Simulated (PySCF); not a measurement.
Molecule (SMILES): [SiH4] (SiH4).
Geometry (B3LYP-D3(BJ)/def2-TZVP, fixed):
```
Si
H 1 1.4803
H 1 1.4803 2 109.47
H 1 1.4803 2 109.47 3 -120.00
H 1 1.4803 2 109.47 4 -120.00
```
Charge 0, spin multiplicity 1.

Basis-set convergence of the mean static polarisability at PBE with PySCF. All functions are spherical. Density fitting with generated auxiliary sets. In sets without p functions on hydrogen, species with hydrogen take exact integrals. No added dispersion term, no relativity. Reference: the value in aug-pcseg-3, 33.12 bohr³, itself unsure by roughly 0.2 % (its mean distance from aug-cc-pV(Q+d)Z, aug-pcseg-2, aug-cc-pV(T+d)Z).

```json
[
 {"basis": "STO-3G", "functions": "13", "mean static polarisability (bohr³)": "10.52"},
 {"basis": "pcseg-0", "functions": "21", "mean static polarisability (bohr³)": "…"},
 {"basis": "6-31G*", "functions": "26", "mean static polarisability (bohr³)": "22.89"},
 {"basis": "cc-pV(D+d)Z", "functions": "43", "mean static polarisability (bohr³)": "27.12"},
 {"basis": "6-311G**", "functions": "50", "mean static polarisability (bohr³)": "…"},
 {"basis": "def2-TZVP", "functions": "61", "mean static polarisability (bohr³)": "30.04"},
 {"basis": "aug-cc-pV(D+d)Z", "functions": "68", "mean static polarisability (bohr³)": "…"},
 {"basis": "6-311++G(2d,2p)", "functions": "75", "mean static polarisability (bohr³)": "30.07"},
 {"basis": "def2-TZVPD", "functions": "79", "mean static polarisability (bohr³)": "32.87"},
 {"basis": "pcseg-2", "functions": "90", "mean static polarisability (bohr³)": "29.13"},
 {"basis": "cc-pV(T+d)Z", "functions": "95", "mean static polarisability (bohr³)": "30.47"},
 {"basis": "jun-cc-pV(T+d)Z", "functions": "104", "mean static polarisability (bohr³)": "32.59"},
 {"basis": "aug-cc-pV(T+d)Z", "functions": "147", "mean static polarisability (bohr³)": "33.12"},
 {"basis": "def2-QZVPP", "functions": "190", "mean static polarisability (bohr³)": "…"},
 {"basis": "pcseg-3", "functions": "196", "mean static polarisability (bohr³)": "31.96"},
 {"basis": "def2-QZVPPD", "functions": "208", "mean static polarisability (bohr³)": "33.11"},
 {"basis": "aug-cc-pV(Q+d)Z", "functions": "273", "mean static polarisability (bohr³)": "33.13"},
 {"basis": "cc-pV(5+d)Z", "functions": "320", "mean static polarisability (bohr³)": "32.48"}
]
```

Complete the blanks.


- pcseg-0, mean static polarisability (bohr³): 25.98
- 6-311G**, mean static polarisability (bohr³): 27.16
- aug-cc-pV(D+d)Z, mean static polarisability (bohr³): 32.94
- def2-QZVPP, mean static polarisability (bohr³): 32.08
